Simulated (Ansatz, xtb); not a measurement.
C2H2Si: where a starting geometry ends

The starting geometry of this gas-phase singlet has its atoms placed at random.

```xyz
5

C     0.6987    0.4257   -0.8069
C     0.5127   -1.5529   -0.9844
Si    1.2226    1.2413    0.7695
H     1.2790   -0.2575    0.1999
H     0.9415   -0.1105    1.3026
```

Q: Guess where an optimisation with r2SCAN-D4/def2-SVP ends from this start.

A: It ends as `C#C[SiH]`. Distances that change by over a tenth: C1–H4 (1.35 → 2.31 Å). Contacts that open: Si3–H4 (1.60 → 4.13 Å). Contacts that close: C1–C2 (2.00 → 1.23 Å), C2–H4 (1.92 → 1.08 Å).

The energy falls by 9.02 eV over 22 steps:

| step | E − E(last) (eV) |
| --- | --- |
| 1 | 9.024 |
| 3 | 3.628 |
| 6 | 2.237 |
| 8 | 1.861 |
| 10 | 1.649 |
| 13 | 0.683 |
| 15 | 0.166 |
| 17 | 0.023 |
| 20 | 0.002 |
| 22 | 0.000 |

Final geometry (Å):

```xyz
5

C     0.8900   -0.0075   -0.1105
C     0.8453   -1.0187   -0.8103
Si    0.9056    1.6347    0.7083
H     0.8109   -1.9174   -1.4020
H     1.2027    1.0549    2.0952
```

From the same start GFN2-xTB reaches the same bonding as this run.

From so rough a start the end depends on the optimiser's path, so another program may land elsewhere. No frequencies were run, so the end isn't proven a minimum. Run with Ansatz 0.2.0, 19 s on 1 thread of Intel(R) Xeon(R) Platinum 8488C (Sapphire Rapids), with other jobs on the host.
